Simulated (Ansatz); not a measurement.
A nudged elastic band was laid between two geometries of AlClH$_{2}$ (4 atoms, charge 0, multiplicity 1).

The calculation used Ansatz, RKS PBE0-D4/def2-SVP.

| Item | Value |
| --- | --- |
| movable images | 7 |
| climbing image | yes |
| spring | 2.0 to 10.0 eV/Å², energy-weighted |
| optimiser | quadratic models (default) |
| start path | through a guess of the saddle point |
| force threshold | 0.05 eV/Å |
| iteration limit | 60 |
| end points | relaxed |

Initial state:

```xyz
4
Properties=species:S:1:pos:R:3
Al 0.460 0.000 0.121
Cl 0.819 0.000 2.196
H 1.715 0.000 -0.837
H -1.046 0.000 -0.356
```

Final state:

```xyz
4
Properties=species:S:1:pos:R:3
Al -0.422 0.000 -1.024
Cl 1.369 0.000 1.259
H 2.500 0.000 0.640
H -1.500 0.000 0.249
```

Task: Which bonds break or form, and what moves?

Result: Bonds broken: Al1–Cl2, Al1–H3. Bonds formed: Cl2–H3. AlClH2 becomes AlH + ClH.

Task: Give the energies along the band, and the barrier.

Result: The run converged. The highest image is number 3 of 0 to 8, 3.07 eV above the first end and 0.31 eV above the last; the last end lies 2.75 eV above the first. Neighbouring images differ by up to 2.0 eV, so the band resolves the path poorly. Another band between the same ends (7 images) ends at a top of the same energy, where a vibrational analysis finds 1 clearly imaginary mode. The orbitals stay closed-shell, which can raise the energy where a bond breaks towards radicals; this wasn't checked here.

```
image  path coordinate (Å)  energy (eV)  Al1–Cl2 (Å)  Al1–H3 (Å)  Cl2–H3 (Å)
    0                 0.00         0.00         2.11        1.58        3.16
    1                 1.01         1.96         2.25        1.56        2.08
    2                 1.35         2.91         2.45        1.65        1.75
    3                 1.55         3.07         2.56        1.76        1.56
    4                 1.70         3.01         2.67        1.89        1.44
    5                 1.89         2.91         2.84        2.09        1.35
    6                 2.15         2.84         3.03        2.44        1.31
    7                 2.50         2.80         3.01        2.86        1.29
    8                 2.98         2.75         2.90        3.36        1.29
```

Task: What is the geometry of the highest image?

Result: 
```xyz
4
Properties=species:S:1:pos:R:3:forces:R:3
Al 0.247 0.000 -0.615 -0.01 0.00 -0.01
Cl 1.260 0.000 1.739 0.00 0.00 0.01
H 1.768 0.000 0.261 0.00 0.00 0.00
H -1.328 0.000 -0.261 0.01 0.00 0.00
```

The band took 10 iterations and roughly 50 core-seconds.

The run took 55 s on 1 thread of Arm Neoverse V2 (shared host), peak memory 0.094 GiB.
